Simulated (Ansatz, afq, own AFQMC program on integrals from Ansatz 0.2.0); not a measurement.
SiHO, doublet in cc-pVDZ, levels against CCSDT(Q)

```yaml
atoms:
  - { symbol: Si, position_ang: [0.0000, 0.0212, 0.5081] }
  - { symbol: O, position_ang: [0.0000, -0.0826, -0.8078] }
  - { symbol: H, position_ang: [0.0000, 0.7219, -1.3347] }
```

Connectivity, by distances: Si–OH.

Basis cc-pVDZ. Only valence electrons are correlated. Integrals, coupled cluster, full CI and functionals: Ansatz 0.2.0; the random walks run on the same integrals in our own AFQMC program. ph-AFQMC/CISD is guided by a CISD state made of CCSD amplitudes; releasing the constraint for a short imaginary time cuts its bias at the price of noise, slowly where states lie close. Free projection: walkers drawn from exp(T), propagated without any constraint. Its projection time is finite, and what remains of the start isn't in its error. Uncertainties: one standard error, sampling alone.

Determinant: UHF, the one that the program's search chose, which needn't be the lowest solution. The geometry is a point of a scan.

No full CI on the walks' own integrals is used here; CCSDT(Q) serves as the reference and is uncertain by about the last step of the cluster series.

The T1 diagnostic is 0.0152. The weight of the determinant in the CISD state is 0.899, the ⟨S²⟩ of the determinant is 0.768 and the size of the correlated space is 11 electrons in 31 orbitals.

Reference: CCSDT(Q), correlation energy -7.330 eV. The released energy is read at 2.40 1/Eh (meV from the phaseless value at times in 1/Eh: -6 ± 11 at 0.24, -11 ± 13 at 0.51, -14 ± 13 at 0.99, -14 ± 12 at 1.62, -15 ± 14 at 2.40).

| level | E − E(reference) (kJ/mol) | share of correlation (%) |
| --- | --- | --- |
| HF | 707.2 | 0.00 |
| MP2 | 69.0 | 90.25 |
| CCSD | 17.4 | 97.54 |
| CCSD(T) | 2.8 | 99.61 |
| CCSDT | 1.6 | 99.78 |
| ph-AFQMC/HF | 5.7 ± 5.3 | 99.20 |
| ph-AFQMC/CISD | 1.4 ± 1.0 | 99.80 |
| released AFQMC | 0.0 ± 1.3 | 100.00 |
| free AFQMC | 0.6 ± 1.3 | 99.92 |

Free projections are given only where their last times agree within the noise and don't stop above the reference; a slow remainder of the start can still hide under it. A walk keeps the symmetry of its determinant, which the program's search chose and which needn't be the lowest solution, so a lower state of the same spin and another symmetry isn't excluded. Released energies are given only where the last usable release times agree within the noise; a slower fall can still hide under it.
